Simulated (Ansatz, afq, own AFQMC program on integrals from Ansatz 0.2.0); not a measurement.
## HO⁻, triplet in aug-cc-pVDZ, levels against CCSDT(Q)

```xyz
2

O     0.0000    0.0000    0.0000
H     0.0000    0.0000    3.3730
```

Basis aug-cc-pVDZ. Only valence electrons are correlated. Integrals, coupled cluster, full CI and functionals: Ansatz 0.2.0; the random walks run on the same integrals in our own AFQMC program. ph-AFQMC/CISD is guided by a CISD state made of CCSD amplitudes; releasing the constraint for a short imaginary time cuts its bias at the price of noise, slowly where states lie close. Uncertainties: one standard error, sampling alone.

Determinant: UHF, the one that the program's search chose, which needn't be the lowest solution. The geometry is a point of a scan.

No full CI on the walks' own integrals is used here; CCSDT(Q) serves as the reference and is uncertain by about the last step of the cluster series.

Cautions: lower spins were not checked; higher spins were not checked; an unrestricted solution with more broken spin lies lower (210 meV, ⟨S²⟩ 2.16); strong correlation (T1 0.052, weight of the determinant 0.89, largest double 0.05); the released energies get too noisy after the second time (errors over twice the walk's own, or jumping), so no released level is given (meV from the phaseless value at times in 1/Eh: -44 ± 30 at 0.24, -78 ± 29 at 0.51, -20 ± 35 at 0.99, -30 ± 38 at 1.62, 34 ± 65 at 2.40), though the last usable value meets CCSDT(Q) within the noise.

The T1 diagnostic is 0.0525 and the weight of the determinant in the CISD state is 0.893. The ⟨S²⟩ of the determinant is 2.025 and the size of the correlated space is 8 electrons in 31 orbitals.

```tsv
level	correlation energy (eV)
MP2	-4.8166
CCSD	-5.1255
CCSD(T)	-5.3000
```

Problem. Estimate where phaseless AFQMC with the Hartree–Fock trial lies against CCSD(T) on the same integrals.

Solution. 25.9 ± 6.5 kJ/mol below CCSD(T).

Reference: CCSDT(Q), correlation energy -5.363 eV.

| level | E − E(reference) (kJ/mol) | share of correlation (%) |
| --- | --- | --- |
| CCSD(T) | 6.1 | 98.82 |
| CCSDT | 2.3 | 99.55 |
| ph-AFQMC/HF | -19.8 ± 6.5 | 103.82 |
| ph-AFQMC/CISD | 4.3 ± 1.6 | 99.17 |

A walk keeps the symmetry of its determinant, which the program's search chose and which needn't be the lowest solution, so a lower state of the same spin and another symmetry isn't excluded.
